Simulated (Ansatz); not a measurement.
Species, as SMILES: [CH2]F (CH2-F), doublet.
Atoms: C1, F2, H3, H4. Bonds: C1-F2, C1-H3, C1-H4.

How fast the optimised C1-F2 bond length converges with the basis for several methods (Ansatz, a program for electronic structure): deviation from each method's own reference, in Å. References: B3LYP 1.3394 Å, the value in def2-QZVPPD; HF 1.3213 Å, the value in def2-QZVPPD; MP2 1.3366 Å, the value in def2-QZVPPD; PBE 1.3460 Å, the value in def2-QZVPPD. All functions are spherical. In correlated methods cores are frozen. Core-valence sets carry the plain set on hydrogen. Open shells are unrestricted. No added dispersion term, no relativity. The reference of a correlated method is not its basis-set limit, which lies further on.

```tsv
basis	functions	B3LYP	HF	MP2	PBE
STO-3G	12	0.0238	?	0.0227	0.0233
pcseg-0	22	0.0499	?	0.0668	0.0496
def2-SV(P)	32	-0.0074	?	-0.0007	-0.0085
6-311G**	48	0.0034	?	0.0036	0.0028
6-311+G**	56	0.0056	?	0.0069	0.0051
6-311++G(3df,3pd)	114	-0.0013	?	-0.0008	-0.0015
cc-pCVTZ	114	-0.0007	?	-0.0004	-0.0012
aug-pcseg-2	138	0.0011	?	0.0033	0.0007
```

Question: Complete the blanks.

Answer: 
- STO-3G, HF: 0.0290
- pcseg-0, HF: 0.0637
- def2-SV(P), HF: -0.0005
- 6-311G**, HF: 0.0061
- 6-311+G**, HF: 0.0063
- 6-311++G(3df,3pd), HF: -0.0011
- cc-pCVTZ, HF: 0.0009
- aug-pcseg-2, HF: 0.0009

Mean absolute deviation over 6-311G**, 6-311+G**, 6-311++G(3df,3pd), cc-pCVTZ, aug-pcseg-2: PBE 0.0023, B3LYP 0.0024, MP2 0.0030, HF 0.0031 Å.
